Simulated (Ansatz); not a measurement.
**C₄H₆S: one species, many methods**

The task here is to estimate one member of a computed series from the others.

Program: Ansatz 0.2.0, Gaussian basis. Level of theory: functionals in def2-TZVPP, the program's frozen cores in correlated methods. These are calculated values, not measurements.

Levels to be run: PBE-D4, r2SCAN-D4, PBE0-D4, B3LYP-D4, ωB97X-V, ωB97M-V, B2PLYP; CCSD(T)/def2-TZVPP; MP2/def2-QZVPP; extrapolation to the limit.

### The relaxed structure

The geometry comes from an earlier relaxation with PBE0-D4 in a triple-zeta def2 set; it is a stationary point, not always the lowest conformer.

11 atoms, charge 0, spin multiplicity 1.

Atoms are counted from 1 here; the program's logs count them from 0.

Bond lengths: C1–C2 1.501 Å, C1–H6 1.095 Å, C1–H7 1.090 Å, C1–H8 1.095 Å, C2–C3 1.501 Å, C2–C4 1.306 Å, C3–H9 1.095 Å, C3–H10 1.090 Å, C3–H11 1.095 Å, C4–S5 1.558 Å. Angles: C2–C1–H6 110.3°, C2–C1–H7 112.0°, C2–C1–H8 110.3°, H6–C1–H7 108.3°, H6–C1–H8 107.5°, H7–C1–H8 108.3°, C1–C2–C3 118.3°, C1–C2–C4 120.9°, C3–C2–C4 120.9°, C2–C3–H9 110.3°, C2–C3–H10 112.0°, C2–C3–H11 110.3°, H9–C3–H10 108.3°, H9–C3–H11 107.5°, H10–C3–H11 108.3°, C2–C4–S5 180.0°.

The first run:

File in.yaml:

```yaml
crystal:
  periodic: [false, false, false]
  atoms:
    - {symbol: C, position_ang: [-1.327040, -0.226268, 0.246302]}
    - {symbol: C, position_ang: [0.039214, 0.216872, -0.191233]}
    - {symbol: C, position_ang: [1.233195, -0.495460, 0.375613]}
    - {symbol: C, position_ang: [0.184951, 1.196698, -1.042453]}
    - {symbol: S, position_ang: [0.357994, 2.364958, -2.058010]}
    - {symbol: H, position_ang: [-1.428550, -0.127115, 1.332071]}
    - {symbol: H, position_ang: [-2.116083, 0.357533, -0.226586]}
    - {symbol: H, position_ang: [-1.481886, -1.281081, -0.003515]}
    - {symbol: H, position_ang: [1.244764, -0.407535, 1.467019]}
    - {symbol: H, position_ang: [2.169296, -0.093564, -0.010695]}
    - {symbol: H, position_ang: [1.189546, -1.562138, 0.132086]}
basis:
  gaussian: {orbitals: def2-TZVPP}
hamiltonian: {xc: pbe, dispersion: d4}
output: {forces: true, orbitals: {seedname: orbitals}}
```

On the command line:

```bash
ansatz run in.yaml --threads 4 --pin off --events-out ev --progress --plain --max-ram 10444MiB
```

Steps of the session up to this table: PBE-D4 (GGA); r2SCAN-D4 (meta-GGA); PBE0-D4 (hybrid); B3LYP-D4 (hybrid); ωB97X-V (range-separated); ωB97M-V (range-separated); B2PLYP (double hybrid); CCSD(T) in def2-TZVPP; MP2 in def2-QZVPP.

One of the session's tables, all rows but one given; the rest of the session is left out.

It belongs to the step «Atomisation energies». 

| method | atomisation energy (kJ/mol) |
| --- | --- |
| PBE-D4 | 4632.9 |
| r2SCAN-D4 | 4520.5 |
| PBE0-D4 | 4540.3 |
| B3LYP-D4 | ? |
| ωB97X-V | 4484.0 |
| ωB97M-V | 4501.1 |
| B2PLYP | 4452.7 |
| HF/def2-TZVPP | 3278.7 |
| MP2/def2-TZVPP | 4455.7 |
| CCSD/def2-TZVPP | 4289.1 |
| CCSD(T)/def2-TZVPP | 4370.3 |
| MP2/CBS | 4561.1 |
| CCSD(T)/CBS | 4475.7 |

Estimate the missing values for B3LYP-D4.

The run gave: atomisation energy (kJ/mol): 4498.0. In the column «atomisation energy (kJ/mol)» it lies between ωB97X-V (4484.0) and ωB97M-V (4501.1).
